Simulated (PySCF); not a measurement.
`InChI=1S/C5H5N/c1-3-4-5-6-2/h3-5H,1H2/b5-4+`

Molfile (atoms numbered from 1):
```
C5H5N
     RDKit          3D

 11 10  0  0  0  0  0  0  0  0999 V2000
    3.7046    0.2665   -0.2165 C   0  0  0  0  0  0  0  0  0  0  0  0
    2.5554    0.3711   -0.4035 N   0  0  0  0  0  0  0  0  0  0  0  0
    1.2316    0.4999   -0.6301 C   0  0  0  0  0  0  0  0  0  0  0  0
    0.3055   -0.0923    0.1359 C   0  0  0  0  0  0  0  0  0  0  0  0
   -1.1086    0.0389   -0.0977 C   0  0  0  0  0  0  0  0  0  0  0  0
   -2.0303   -0.5494    0.6607 C   0  0  0  0  0  0  0  0  0  0  0  0
    0.9756    1.1200   -1.4808 H   0  0  0  0  0  0  0  0  0  0  0  0
    0.6160   -0.7018    0.9744 H   0  0  0  0  0  0  0  0  0  0  0  0
   -1.4038    0.6522   -0.9394 H   0  0  0  0  0  0  0  0  0  0  0  0
   -3.0831   -0.4384    0.4682 H   0  0  0  0  0  0  0  0  0  0  0  0
   -1.7574   -1.1640    1.5029 H   0  0  0  0  0  0  0  0  0  0  0  0
  1  2  3  0
  2  3  1  0
  3  4  2  0
  4  5  1  0
  5  6  2  0
  3  7  1  0
  4  8  1  0
  5  9  1  0
  6 10  1  0
  6 11  1  0
M  CHG  2   1  -1   2   1
M  END
```

Method used: TDDFT B3LYP/def2-SVPD excited states, vertical, gas phase in PySCF. Geometry: GFN2-xTB.

Singlets 4 and 5 lie within 0.01 eV of each other, so their separate moments and overlaps can depend on how they mix.

Q: How strongly do the lowest singlets absorb one photon, and two photons of half the energy?

A: δ for parallel linear polarisation; σ at the peak of a Lorentzian of half width 0.1 eV, single beam; Ω is circular over linear.
| state | E (eV) | f | photon λ (nm) | δ (au) | σ (GM) | Ω | main |
| --- | --- | --- | --- | --- | --- | --- | --- |
| S1 | 5.11 | 0.843 | 486 | 69.2 | 0.66 | 0.82 | HOMO→LUMO 0.97 |
| S2 | 5.66 | 0.012 | 438 | 19.7 | 0.23 | 1.50 | HOMO−1→LUMO 1.00 |
| S3 | 5.98 | 0.000 | 414 | 1.55 | 0.02 | 1.50 | HOMO→LUMO+1 0.97 |
| S4 | 6.40 | 0.000 | 387 | 6.28 | 0.09 | 0.73 | HOMO−3→LUMO 0.97 |
| S5 | 6.41 | 0.018 | 387 | 2270 | 34.16 | 0.65 | HOMO→LUMO+2 0.54, HOMO−2→LUMO 0.44 |

Among these, the strongest one-photon state is S1, the strongest two-photon state S5, with a dipole change of 1.0 D (relaxed, norm of the difference vector).
